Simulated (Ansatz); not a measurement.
`SBS` + H–F → `FBS` + H₂S at 298.15 K and 1 bar (ligand exchange at a B–S bond).

Computed with Ansatz on PBE0-D4/def2-TZVP structures; ΔE is electronic, products minus reactants. CCSD(T)/CBS is the MP2 limit (def2-TZVPP, def2-QZVPP) plus CCSD(T) − MP2 in def2-TZVPP, frozen cores. This one scheme is used for every species. One conformer a species, not always the lowest.

```tsv
species	CCSD(T)/CBS energy (Eh)	H − E (kJ/mol)	S (J/(mol·K))
`SBS`	-822.20000	99.4	285.7
H–F	-100.39570	33.5	173.6
`FBS`	-523.64132	78.3	268.1
H₂S	-398.97279	49.9	205.7
```

H − E and S are ideal-gas, rigid-rotor, harmonic terms from PBE0-D4/def2-TZVP, for one conformer and one mirror image of each species. 1 Eh = 2625.50 kJ/mol, R = 8.31446 J/(mol·K).

Problem. By hand: ΔE, ΔH, ΔS and ΔG.

Solution. ΔE = (-523.64132) + (-398.97279) − (-822.20000) − (-100.39570) = -0.01841 Eh = -48.3 kJ/mol. Δ(H − E) = 78.3 + 49.9 − 99.4 − 33.5 = -4.7, so ΔH = -53.0 kJ/mol. ΔS = 268.1 + 205.7 − 285.7 − 173.6 = 14.5 J/(mol·K). ΔG = -53.0 − 298.15 × (14.5)/1000 = -57.3 kJ/mol.

Problem. By hand: the equilibrium constant, and the temperature at which ΔG would vanish if ΔH and ΔS stayed fixed.

Solution. log₁₀ K = −ΔG/(RT ln 10) = 10.0. ΔH and −TΔS have one sign here, so there is no such temperature.

The number of gas molecules stays the same, so ΔS is small and ΔH decides. A doubt of 5 kJ/mol in ΔE shifts log₁₀ K by 0.9 here. Other conformers and mirror images would add mixing entropy, several J/(mol·K) or more a flexible species. These are equilibria of isolated gas molecules and say nothing of rates. Largest T1 diagnostic: 0.014 (customary marks: 0.02 for closed shells, 0.045 for open ones).
